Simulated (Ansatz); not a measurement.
AsPt2: from a trial structure to a relaxed crystal

Method: DFT PBE, scalar-relativistic, plane waves, PAW in Ansatz 0.2.0.

AsPt2 was placed on the MoSi2 (C11b) structure type (I4/mmm, No. 139), with As in place of Mo, Pt in place of Si, at a guessed volume.

Input of the last, converged step (default PAW datasets):

```yaml
crystal:
  lattice:
    - [-1.7139045098, 1.7139045098, 4.2044220005]
    - [1.7139045098, -1.7139045098, 4.2044220005]
    - [1.7139045098, 1.7139045098, -4.2044220005]
  atoms:
    - { symbol: As, position: [0.0, 0.0, 0.0] }
    - { symbol: Pt, position: [0.665, 0.665, 0.0] }
    - { symbol: Pt, position: [0.335, 0.335, 0.0] }
basis:
  ecutwfc: 420
kpoints:
  mp_grid: { grid: [18, 18, 18] }
hamiltonian:
  xc: pbe
scf:
  occupations: { method: gaussian, width: 0.1 }
output:
  forces: true
  stress: true
  eigenvalues: true
relax:
  adjacent_minimum: "off"
  f_tol: 0.01
  max_steps: 80
  cell: { stress_tol: 0.05 }
```

Launched as:

```bash
ansatz run input.yaml --threads 1 --pin off --max-ram 2560MiB --backend cpu --events-out ev --progress --plain --runs-dir out
```

It took 5.4 min on 1 thread of Intel(R) Xeon(R) Platinum 8488C (Sapphire Rapids), with other jobs on the host, peak memory 0.81 GiB.

End of the output:

```
SCF converged after 8 iterations
Free energy (F): -29902.228493 eV
Harris-Foulkes:  -29902.228493 eV  (|F-HF|=7.28e-12)
Internal energy: -29902.221583 eV  (E = F + TS)
E sigma→0 (E₀):  -29902.225038 eV
Entropy (-TS):   -0.006910 eV (-2.303 meV/atom)
Fermi energy:    19.367199 eV
--- Per-component energies (eV) ---
  E_band       = -495.407754
  E_kinetic    = 1380.187976
  E_local      = -4475.907424  (includes V_loc(G=0)·N_el)
  E_nonlocal   = -267.840081
  E_hartree    = 1949.923135
  E_xc         = -602.889572
  E_vxc        = -685.054642  (∫ρ·V_xc dr)
  E_paw        = -20744.450371  (= ΣΔE_a)
  E_vpaw       = -346.640265  (= ΣTr[D̂ρ^β])
  E_aug_tail   = 0.000413  (compensation charges beyond the density's cutoff)
  E_ewald      = -7141.245659
  E_smearing   = -0.006910  (= −TS)
  E_closure    = 0.000000  (closes the sum)
  Σ components = -29902.228493   (vs F -29902.228493, Δ=0.00e0)
--- Forces (eV/Å), atoms counted from 1 ---
  atom   1  As     0.00000000     0.00000000     0.00000000
  atom   2  Pt     0.00000000     0.00000000     0.00029042
  atom   3  Pt     0.00000000     0.00000000    -0.00029042
  max |Σ_I F_I| component: 3.04e-18 eV/Å
--- Stress (GPa, compression-positive) ---
       -0.002401       0.000000       0.000000
        0.000000      -0.002401       0.000000
        0.000000       0.000000       0.000815
  P = ⅓ Tr σ = -0.0013 GPa (-0.013 kbar)
--- Relaxed structure (10 steps of the walk, 10 accepted, 2 SCFs on fresh bases) ---
  F+E_penalty+E_count = -29902.22849315 eV   max|allowed force component| = 2.904e-4 eV/Å   (the final SCF, on the basis selected at the relaxed cell)
  cell:  # Å, volume = 48.6162 Å³
    - [-1.595331, 1.595331, 4.775508]
    - [1.595331, -1.595331, 4.775508]
    - [1.595331, 1.595331, -4.775508]
  atoms:
    - { symbol: As, position: [0.000000, 0.000000, 0.000000] }
    - { symbol: Pt, position: [0.653662, 0.653662, 0.000000] }
    - { symbol: Pt, position: [0.346338, 0.346338, 0.000000] }
```

Absolute energies hang on the potentials; compare differences alone.

The result has space group I4/mmm (No. 139). As has 8 Pt at 2.69 Å, 4 As at 3.19 Å and 2 Pt at 3.31 Å; around Pt lie 4 As at 2.69 Å, 5 Pt at 2.91–2.94 Å, 4 Pt at 3.19 Å and 1 As at 3.31 Å.

Against the elements it lies at -0.02 eV/atom. The zero of energy is the elements' standard structures at the same level; no fitted shifts are applied.

The k mesh leaves about 4 meV/atom of noise in metals. Spin–orbit coupling is left out.

Symmetry constrained the relaxation, so the result can be a saddle point.